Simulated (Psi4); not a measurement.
Psi4 input (wB97X-D/6-31G*):

```
memory 1500 MB

molecule {
1 1
C     1.25811390   -0.39527654   -0.00165926
C     0.11989565    0.60015541   -0.00836938
N    -1.22240368   -0.12486235    0.00816391
H     2.20053556    0.15158906   -0.01375427
H     1.24981792   -1.01581769    0.89610031
H     1.24027555   -1.03872164   -0.88300628
H     0.11163414    1.22156711   -0.90196144
H     0.12113265    1.24436577    0.86896693
H    -1.30874728   -0.71355094    0.84090172
H    -1.31759220   -0.73478083   -0.80816955
H    -2.00828788    0.53011236    0.00394702
symmetry c1
no_reorient
no_com
}

set {
  basis 6-31G*
  reference rks
  scf_type pk
  dft_radial_points 99
  dft_spherical_points 590
  e_convergence 1e-8
  d_convergence 1e-7
  maxiter 150
}

e = energy('wb97x-d')
print_out(f'\nFINAL {e:.10f} DIPOLE {variable("CURRENT DIPOLE")[0]:.6f} {variable("CURRENT DIPOLE")[1]:.6f} {variable("CURRENT DIPOLE")[2]:.6f}\n')
```

Problem. Predict the final energy.

Solution. -135.49710 Eh.
